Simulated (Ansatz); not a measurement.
Geometry optimisation, RKS B3LYP/def2-SVP (Ansatz 0.2.0).

Input file:

```yaml
crystal:
  periodic: [false, false, false]
  atoms:
    - { symbol: H, position_ang: [0.6146, -0.9278, 0.6306] }
    - { symbol: O, position_ang: [0.2635, -0.8726, -0.5933] }
    - { symbol: C, position_ang: [-0.2101, 0.2735, -0.295] }
    - { symbol: H, position_ang: [-0.7033, 0.8868, -1.0362] }
    - { symbol: S, position_ang: [0.0353, 0.6401, 1.2939] }
basis:
  gaussian: { orbitals: def2-SVP }
hamiltonian:
  xc: b3lyp
relax:
  f_tol: 0.15
  max_steps: 25
  restrain:
    - { distance: [4, 0], at: 2.66, k: 30.0 }
    - { distance: [1, 0], at: 0.97, k: 30.0 }
```

Run as:

```bash
$ ansatz run input.yaml --threads 1 --pin off --max-ram 2048MiB --backend cpu --events-out ev --progress --plain --runs-dir out
```

Problem. Where does it end, and by what steps?

Solution. The forces met the threshold. The restraints hold the end off the free minimum. After 5 steps the energy has fallen by 1.205 eV (the restraints' own energy left out); H1 moved furthest, 0.50 Å. Joined: H1–O2.

```
step  energy less start (eV)  largest force component (eV/Å)  accepted
   0                  0.0000                           1.725       yes
   1                 -0.5147                           3.241       yes
   2                 -0.9409                           3.205       yes
   3                 -1.1331                           2.586       yes
   4                 -1.1103                           1.101        no
   5                 -1.2049                           0.154       yes
```

```xyz
5
Properties=species:S:1:pos:R:3
H 0.696 -1.282 0.294
O 0.288 -0.864 -0.484
C -0.194 0.327 -0.135
H -0.657 0.804 -1.014
S -0.134 1.015 1.340
```

Whether the end is a true minimum wasn't checked by a vibrational analysis.

Time of the run: 9.9 s on 1 CPU thread of a shared host.
